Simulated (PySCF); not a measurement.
Molecule: SMILES [O-]/C=C/Cl, [C₂H₂ClO]-.

Geometry:
```
atom   x (Å)   y (Å)   z (Å)
  O1  -0.754   0.380  -0.428
  C2   0.339  -0.212  -0.563
  C3   1.613   0.324  -0.632
 Cl4   3.041  -0.718  -0.834
  H5   0.360  -1.347  -0.649
  H6   1.848   1.389  -0.580
```

Total charge -1.

Geometry PBE0-D3(BJ)/def2-SVP throughout; GIAO in PySCF, gas phase, one conformer, non-relativistic; equivalent atoms averaged; functional PBE0.

**Question.** How do the shifts δ (against H2O, TMS, HCl at the same level) depend on the basis set? (ppm; last column core-seconds on shared hosts with different chips, so compare them loosely)

**Answer.** 
```
    basis set  functions     O1     C2    C3    Cl4    H5    H6  core-s
       STO-3G         26  285.6  108.4  92.2  -51.4  5.30  1.97     1.3
        6-31G         44  278.7  155.2  87.7  -66.1  8.11  3.42     2.5
     pcSseg-0         44  357.3  173.7  97.6  -54.9  8.28  3.06     2.4
       6-31G*         64  264.1  153.4  74.3  -45.0  7.66  2.81     3.1
     def2-SVP         70  297.1  158.1  77.7  -15.3  7.83  3.31       3
      cc-pVDZ         70  301.6  158.6  79.0  -17.6  7.91  3.54     3.7
     pcSseg-1         85  322.0  168.4  82.3  -10.5  8.08  3.93     4.1
  aug-cc-pVDZ        114  268.4  163.4  79.2   15.2  8.96  4.55     5.8
6-311+G(2d,p)        128  283.6  169.9  79.1   20.6  8.86  4.37     5.9
    def2-TZVP        142  299.0  169.7  78.0   10.6  8.59  4.11     6.9
      cc-pVTZ        152  308.5  168.4  78.3    5.0  8.36  3.92     7.9
     IGLO-III        169  285.9  173.8  82.3   20.6  8.70  4.41     8.4
     pcSseg-2        179  299.8  175.6  82.2   10.9  8.69  4.35       7
```

**Question.** Which nucleus moves most, in ppm?

**Answer.** O1 (oxygen bonded to C): from 264.1 ppm with 6-31G* to 357.3 ppm with pcSseg-0. The smallest spread is 2.58 ppm, at H6. Proton shifts span only some 12 ppm, so a few tenths of a ppm matter as much there as several ppm in carbon.

**Question.** Taking the largest basis, pcSseg-2 (179 functions), as the yardstick, rank the others by their worst heavy-atom deviation.

**Answer.** def2-TZVP 5.9 ppm (142 functions), cc-pVTZ 8.7 ppm (152 functions), IGLO-III 13.9 ppm (169 functions), 6-311+G(2d,p) 16.2 ppm (128 functions), pcSseg-1 22.2 ppm (85 functions), def2-SVP 26.2 ppm (70 functions), cc-pVDZ 28.5 ppm (70 functions), aug-cc-pVDZ 31.4 ppm (114 functions), 6-31G* 55.9 ppm (64 functions), pcSseg-0 65.8 ppm (44 functions), STO-3G 67.2 ppm (26 functions), 6-31G 77.1 ppm (44 functions).

A small basis that lands close on one nucleus may do so by chance; judge by the trend and by all nuclei.
